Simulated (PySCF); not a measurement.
## S: electron affinity

S⁻ [Ne] 3s2 3p5 (2P) → S [Ne] 3s2 3p4 (3P), as a difference of total energies. Computed with PySCF 2.14 in aug-cc-pCVTZ-DK with one added diffuse shell each of s, p, d, f type (9s8p6d4f, 91 functions), with the spin-free X2C one-electron Hamiltonian (Gaussian nucleus). Correlated levels: valence: [Ne] frozen. The calculations carry no spin-orbit coupling.

| method | electron affinity (eV) |
| --- | --- |
| UHF | 0.874 |
| MP2 (valence) | 1.928 |
| SCS-MP2 (valence) | 1.925 |
| CCSD (valence) | 1.855 |
| CCSD(T) (valence) | 1.941 |

How much does correlation contribute at CCSD(T) (valence)?

1.941 − (0.874) = 1.067 eV, measured against UHF.

Errors of the correlated levels include the incompleteness of this basis and the frozen core.

For comparison: 2.077 eV (measured; photodetachment measurements, as compiled on the Wikipedia data page of electron affinities).
